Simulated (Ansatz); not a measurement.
Results of rVV10 (Ansatz, a program for electronic structure, PAW) for α-phase Ga.

The input as run:

Ansatz 0.2 input:
```yaml
crystal:
  lattice:
    - [2.3245324972, -3.9052272998, 0.0]
    - [2.3245324972, 3.9052272998, 0.0]
    - [0.0, 0.0, 4.6390778369]
  atoms:
    - { symbol: Ga, position: [0.1564571856, 0.8435428144, 0.9170654061] }
    - { symbol: Ga, position: [0.3435428144, 0.6564571856, 0.4170654061] }
    - { symbol: Ga, position: [0.6564571856, 0.3435428144, 0.5829345939] }
    - { symbol: Ga, position: [0.8435428144, 0.1564571856, 0.0829345939] }
basis:
  ecutwfc: 520
  ecutrho_ratio: 4
  xc_grid: 2
kpoints:
  mp_grid: { grid: [14, 14, 12] }
hamiltonian:
  xc: { exchange: rpw86, correlation: pbe }
  dispersion: rvv10
  pseudopotentials: { kind: paw }
scf:
  occupations: { method: fermi_dirac, width: 0.05 }
  convergence: { dr2_threshold: 0.0000000004 }
output:
  forces: true
  stress: true
  eigenvalues: true
```

Output (set-up and result lines):

```
Crystal: 4 atoms, lattice volume = 84.225 Å³
Basis set: ecut = 520 eV, 2279 PW (Γ), exchange–correlation on 72×72×72 points (8 copies of the dense FFT grid, shifted against one another)
Bands: 32, of which v1, the nominal top of the filled ones, is band 26 counted from 1 (25 counted from 0)
Symmetry: 8 space group operations
Space group: Cmce (ITA 64), of the structure as read, at distance tolerance 4.4e-5 Å
k-points: 399 of 2352
Functional: x = rpw86, c = pbe(β = 0.06672455060314922) + rvv10(b = 6.3, C = 0.0093)
SCF iter   1: F=—  HF=-15241.969829 eV  |F-HF|=—  |Δ(HF+E_count)|=         —  Δρ=1.11e-2  dr2=3.35e-2
SCF iter   2: F=—  HF=-15242.019899 eV  |F-HF|=—  |Δ(HF+E_count)|=   5.01e-2  Δρ=1.22e-2  dr2=6.67e-2
  ...
SCF iter   7: F=—  HF=-15241.936304 eV  |F-HF|=—  |Δ(HF+E_count)|=   8.06e-8  Δρ=1.74e-6  dr2=1.80e-9
SCF iter   8: F=-15241.936304 eV  HF=-15241.936304 eV  |F-HF|=9.28e-11  |Δ(HF+E_count)|=   2.64e-9  Δρ=2.89e-7  dr2=3.38e-11
SCF 1 converged in 8 iterations: F = -15241.936304 eV  dr2 = 3.38e-11
SCF converged after 8 iterations
Free energy (F): -15241.936304 eV
Internal energy: -15241.928287 eV  (E = F + TS)
E sigma→0 (E₀):  -15241.932296 eV
Fermi energy:    8.173892 eV
--- Forces (eV/Å), atoms counted from 1 ---
  atom   1  Ga    -0.00000000    -0.00033414     0.00051766
  atom   2  Ga     0.00000000     0.00033414     0.00051766
  atom   3  Ga    -0.00000000    -0.00033414    -0.00051766
  atom   4  Ga     0.00000000     0.00033414    -0.00051766
--- Stress (GPa, compression-positive) ---
        0.001259       0.000000       0.000000
        0.000000      -0.006732       0.000000
        0.000000       0.000000      -0.003521
  P = ⅓ Tr σ = -0.0030 GPa (-0.030 kbar)
```

The PAW data were made under PBE.
